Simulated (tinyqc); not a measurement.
Inside a calculation (part 2 of 2). Method: UHF in the sto-3g basis, for LiH+, spin multiplicity 2. Computed by tinyqc, a small Python program that keeps every step (integrals from PySCF). Command: `OMP_NUM_THREADS=1 python tinyqc.py 22181 22182 out.jsonl` (the two numbers bound the seeds that draw the settings). One thread of a shared host (Intel(R) Xeon(R) Processor @ 2.60GHz), about 0.1 s of CPU time with the checks.

Geometry (angstrom):
```
atom       x       y       z
Li    0.0000  0.0000  0.0000
H     0.0000  0.0000  1.8450
```

## Iteration 3: diagonalisation and new density

F(alpha) (hartree):
```
          1Li 1s   1Li 2s  1Li 2px  1Li 2py  1Li 2pz    2H 1s
1Li 1s   -2.7169  -0.7263   0.0000   0.0000   0.0001  -0.1240
1Li 2s   -0.7263  -0.4488   0.0000   0.0000  -0.1281  -0.3645
1Li 2px   0.0000   0.0000  -0.0958   0.0000   0.0000   0.0000
1Li 2py   0.0000   0.0000   0.0000  -0.0958   0.0000   0.0000
1Li 2pz   0.0001  -0.1281   0.0000   0.0000  -0.2654  -0.4508
2H 1s    -0.1240  -0.3645   0.0000   0.0000  -0.4508  -0.7346
```

F(beta) (hartree):
```
          1Li 1s   1Li 2s  1Li 2px  1Li 2py  1Li 2pz    2H 1s
1Li 1s   -2.7120  -0.7259   0.0000   0.0000   0.0000  -0.1230
1Li 2s   -0.7259  -0.3649   0.0000   0.0000  -0.0162  -0.1572
1Li 2px   0.0000   0.0000  -0.0859   0.0000   0.0000   0.0000
1Li 2py   0.0000   0.0000   0.0000  -0.0859   0.0000   0.0000
1Li 2pz   0.0000  -0.0162   0.0000   0.0000  -0.1127  -0.1578
2H 1s    -0.1230  -0.1572   0.0000   0.0000  -0.1578  -0.0683
```

X:
```
          1Li 1s   1Li 2s  1Li 2px  1Li 2py  1Li 2pz    2H 1s
1Li 1s    1.0234  -0.1305   0.0000   0.0000  -0.0072   0.0161
1Li 2s   -0.1305   1.0810   0.0000   0.0000   0.0782  -0.2174
1Li 2px   0.0000   0.0000   1.0000   0.0000   0.0000   0.0000
1Li 2py   0.0000   0.0000   0.0000   1.0000   0.0000   0.0000
1Li 2pz  -0.0072   0.0782   0.0000   0.0000   1.1052  -0.2934
2H 1s     0.0161  -0.2174   0.0000   0.0000  -0.2934   1.1616
```

Diagonalise F' = X^T F X, C = X C', fill 2 alpha and 1 beta electrons from the bottom; D(s) = C_occ C_occ^T. Each column has its largest component positive (the first on a tie).

F' = X^T F X (alpha) (hartree):
```
         1        2        3        4        5        6
1  -2.6619  -0.3747   0.0000   0.0000   0.0037   0.0013
2  -0.3747  -0.2442   0.0000   0.0000  -0.0155  -0.2131
3   0.0000   0.0000  -0.0958   0.0000   0.0000   0.0000
4   0.0000   0.0000   0.0000  -0.0958   0.0000   0.0000
5   0.0037  -0.0155   0.0000   0.0000  -0.1031  -0.2963
6   0.0013  -0.2131   0.0000   0.0000  -0.2963  -0.5606
```

orbital energies (alpha) (hartree): MO1 -2.7191, MO2 -0.7725, MO3 -0.1503, MO4 -0.0958, MO5 -0.0958, MO6 0.0721

coefficients C (alpha):
```
             MO1      MO2      MO3      MO4     MO5      MO6
1Li 1s    0.9921  -0.0929  -0.2458   0.0000  0.0000  -0.1066
1Li 2s    0.0311   0.1925   0.9479   0.0000  0.0000   0.5499
1Li 2px   0.0000   0.0000   0.0000  -0.1197  0.9928   0.0000
1Li 2py   0.0000   0.0000   0.0000   0.9928  0.1197   0.0000
1Li 2pz   0.0018   0.2027  -0.4036   0.0000  0.0000   1.0535
2H 1s    -0.0005   0.8183  -0.1964   0.0000  0.0000  -0.8801
```

F' = X^T F X (beta) (hartree):
```
         1        2        3        4        5        6
1  -2.6560  -0.3811   0.0000   0.0000  -0.0041  -0.0139
2  -0.3811  -0.2022   0.0000   0.0000   0.0352  -0.1266
3   0.0000   0.0000  -0.0859   0.0000   0.0000   0.0000
4   0.0000   0.0000   0.0000  -0.0859   0.0000   0.0000
5  -0.0041   0.0352   0.0000   0.0000  -0.0389  -0.1704
6  -0.0139  -0.1266   0.0000   0.0000  -0.1704   0.0655
```

orbital energies (beta) (hartree): MO1 -2.7142, MO2 -0.2174, MO3 -0.1306, MO4 -0.0859, MO5 -0.0859, MO6 0.2307

coefficients C (beta):
```
             MO1      MO2      MO3      MO4     MO5      MO6
1Li 1s    0.9922  -0.2112   0.1632   0.0000  0.0000   0.0947
1Li 2s    0.0312   0.7199  -0.6470   0.0000  0.0000  -0.5487
1Li 2px   0.0000   0.0000   0.0000   0.9596  0.2814   0.0000
1Li 2py   0.0000   0.0000   0.0000  -0.2814  0.9596   0.0000
1Li 2pz   0.0016   0.3141   0.7043   0.0000  0.0000  -0.8479
2H 1s    -0.0032   0.3670   0.2364   0.0000  0.0000   1.1368
```

D(alpha) after iteration 3:
```
          1Li 1s  1Li 2s  1Li 2px  1Li 2py  1Li 2pz    2H 1s
1Li 1s    0.9929  0.0129   0.0000   0.0000  -0.0171  -0.0765
1Li 2s    0.0129  0.0380   0.0000   0.0000   0.0391   0.1575
1Li 2px   0.0000  0.0000   0.0000   0.0000   0.0000   0.0000
1Li 2py   0.0000  0.0000   0.0000   0.0000   0.0000   0.0000
1Li 2pz  -0.0171  0.0391   0.0000   0.0000   0.0411   0.1659
2H 1s    -0.0765  0.1575   0.0000   0.0000   0.1659   0.6697
```

D(beta) after iteration 3:
```
          1Li 1s   1Li 2s  1Li 2px  1Li 2py  1Li 2pz    2H 1s
1Li 1s    0.9844   0.0309   0.0000   0.0000   0.0015  -0.0032
1Li 2s    0.0309   0.0010   0.0000   0.0000   0.0000  -0.0001
1Li 2px   0.0000   0.0000   0.0000   0.0000   0.0000   0.0000
1Li 2py   0.0000   0.0000   0.0000   0.0000   0.0000   0.0000
1Li 2pz   0.0015   0.0000   0.0000   0.0000   0.0000   0.0000
2H 1s    -0.0032  -0.0001   0.0000   0.0000   0.0000   0.0000
```

Within a degenerate level the vectors are fixed only up to a rotation; this is one choice.

## Iteration 7 (converged): orbitals

converged F(alpha) (hartree):
```
          1Li 1s   1Li 2s  1Li 2px  1Li 2py  1Li 2pz    2H 1s
1Li 1s   -2.7206  -0.7273   0.0000   0.0000   0.0000  -0.1241
1Li 2s   -0.7273  -0.4438   0.0000   0.0000  -0.1212  -0.3592
1Li 2px   0.0000   0.0000  -0.0962   0.0000   0.0000   0.0000
1Li 2py   0.0000   0.0000   0.0000  -0.0962   0.0000   0.0000
1Li 2pz   0.0000  -0.1212   0.0000   0.0000  -0.2607  -0.4479
2H 1s    -0.1241  -0.3592   0.0000   0.0000  -0.4479  -0.7401
```

converged F(beta) (hartree):
```
          1Li 1s   1Li 2s  1Li 2px  1Li 2py  1Li 2pz    2H 1s
1Li 1s   -2.7164  -0.7269   0.0000   0.0000  -0.0001  -0.1232
1Li 2s   -0.7269  -0.3662   0.0000   0.0000  -0.0151  -0.1550
1Li 2px   0.0000   0.0000  -0.0877   0.0000   0.0000   0.0000
1Li 2py   0.0000   0.0000   0.0000  -0.0877   0.0000   0.0000
1Li 2pz  -0.0001  -0.0151   0.0000   0.0000  -0.1127  -0.1540
2H 1s    -0.1232  -0.1550   0.0000   0.0000  -0.1540  -0.0524
```

As before.

F' = X^T F X (alpha) (hartree):
```
         1        2        3        4        5        6
1  -2.6654  -0.3759   0.0000   0.0000   0.0029   0.0008
2  -0.3759  -0.2397   0.0000   0.0000  -0.0093  -0.2079
3   0.0000   0.0000  -0.0962   0.0000   0.0000   0.0000
4   0.0000   0.0000   0.0000  -0.0962   0.0000   0.0000
5   0.0029  -0.0093   0.0000   0.0000  -0.0988  -0.2930
6   0.0008  -0.2079   0.0000   0.0000  -0.2930  -0.5711
```

orbital energies (alpha) (hartree): MO1 -2.7228, MO2 -0.7728, MO3 -0.1517, MO4 -0.0962, MO5 -0.0962, MO6 0.0722

coefficients C (alpha):
```
             MO1      MO2      MO3      MO4     MO5      MO6
1Li 1s    0.9921  -0.0893  -0.2462   0.0000  0.0000  -0.1085
1Li 2s    0.0310   0.1774   0.9478   0.0000  0.0000   0.5551
1Li 2px   0.0000   0.0000   0.0000  -0.1424  0.9898   0.0000
1Li 2py   0.0000   0.0000   0.0000   0.9898  0.1424   0.0000
1Li 2pz   0.0017   0.1920  -0.4050   0.0000  0.0000   1.0549
2H 1s    -0.0006   0.8315  -0.1870   0.0000  0.0000  -0.8698
```

F' = X^T F X (beta) (hartree):
```
         1        2        3        4        5        6
1  -2.6604  -0.3814   0.0000   0.0000  -0.0042  -0.0140
2  -0.3814  -0.2037   0.0000   0.0000   0.0357  -0.1272
3   0.0000   0.0000  -0.0877   0.0000   0.0000   0.0000
4   0.0000   0.0000   0.0000  -0.0877   0.0000   0.0000
5  -0.0042   0.0357   0.0000   0.0000  -0.0399  -0.1704
6  -0.0140  -0.1272   0.0000   0.0000  -0.1704   0.0833
```

orbital energies (beta) (hartree): MO1 -2.7186, MO2 -0.2135, MO3 -0.1305, MO4 -0.0877, MO5 -0.0877, MO6 0.2419

coefficients C (beta):
```
             MO1      MO2      MO3     MO4      MO5      MO6
1Li 1s    0.9922  -0.2190   0.1536  0.0000   0.0000   0.0931
1Li 2s    0.0312   0.7540  -0.6111  0.0000   0.0000  -0.5441
1Li 2px   0.0000   0.0000   0.0000  0.4641   0.8858   0.0000
1Li 2py   0.0000   0.0000   0.0000  0.8858  -0.4641   0.0000
1Li 2pz   0.0016   0.3002   0.7270  0.0000   0.0000  -0.8338
2H 1s    -0.0032   0.3384   0.2360  0.0000   0.0000   1.1457
```

D(alpha) after iteration 7:
```
          1Li 1s  1Li 2s  1Li 2px  1Li 2py  1Li 2pz    2H 1s
1Li 1s    0.9922  0.0149   0.0000   0.0000  -0.0155  -0.0748
1Li 2s    0.0149  0.0324   0.0000   0.0000   0.0341   0.1475
1Li 2px   0.0000  0.0000   0.0000   0.0000   0.0000   0.0000
1Li 2py   0.0000  0.0000   0.0000   0.0000   0.0000   0.0000
1Li 2pz  -0.0155  0.0341   0.0000   0.0000   0.0369   0.1597
2H 1s    -0.0748  0.1475   0.0000   0.0000   0.1597   0.6914
```

D(beta) after iteration 7:
```
          1Li 1s   1Li 2s  1Li 2px  1Li 2py  1Li 2pz    2H 1s
1Li 1s    0.9844   0.0309   0.0000   0.0000   0.0016  -0.0032
1Li 2s    0.0309   0.0010   0.0000   0.0000   0.0000  -0.0001
1Li 2px   0.0000   0.0000   0.0000   0.0000   0.0000   0.0000
1Li 2py   0.0000   0.0000   0.0000   0.0000   0.0000   0.0000
1Li 2pz   0.0016   0.0000   0.0000   0.0000   0.0000   0.0000
2H 1s    -0.0032  -0.0001   0.0000   0.0000   0.0000   0.0000
```

Within a degenerate level the vectors are fixed only up to a rotation; this is one choice.

## Convergence

Stop when the energy changes by less than 1e-08 hartree and every element of the error matrix X^T (F D S - S D F) X (for each spin) is below 3e-05.

Course of the cycle:
```
iteration  E (hartree)     change  largest element of the error matrix
1            -7.579253          -                             1.17e-01
2            -7.616540  -3.73e-02                             3.46e-02
3            -7.620711  -4.17e-03                             1.35e-02
4            -7.621334  -6.23e-04                             5.47e-03
5            -7.621449  -1.15e-04                             1.29e-04
6            -7.621449  -5.79e-08                             1.25e-05
7            -7.621449  -8.92e-10                             2.57e-06
```

PySCF UHF in the same basis, after a stability check = -7.621449 hartree

Converged in 7 iterations.

## Populations, bond orders and dipole

overlap S:
```
         1Li 1s  1Li 2s  1Li 2px  1Li 2py  1Li 2pz   2H 1s
1Li 1s   1.0000  0.2411   0.0000   0.0000   0.0000  0.0391
1Li 2s   0.2411  1.0000   0.0000   0.0000   0.0000  0.3350
1Li 2px  0.0000  0.0000   1.0000   0.0000   0.0000  0.0000
1Li 2py  0.0000  0.0000   0.0000   1.0000   0.0000  0.0000
1Li 2pz  0.0000  0.0000   0.0000   0.0000   1.0000  0.4600
2H 1s    0.0391  0.3350   0.0000   0.0000   0.4600  1.0000
```

Mulliken: Z minus the diagonal of D S on the atom; Loewdin: the same with S^(1/2) D S^(1/2); Mayer order: 2 sum_s sum (D(s) S)_ij (D(s) S)_ji over the two atoms.

Charges (e):
```
atom  Mulliken  Loewdin  Mulliken spin
1Li     0.8112   0.7577         0.1885
2H      0.1888   0.2423         0.8115
```

Mayer bond orders:
```
pair   order
2-1   0.3058
```

dipole moment about the origin, x y z (debye): 0.0000  0.0000  0.6058

<S^2> of the determinant (pure state: 0.75) = 0.7500
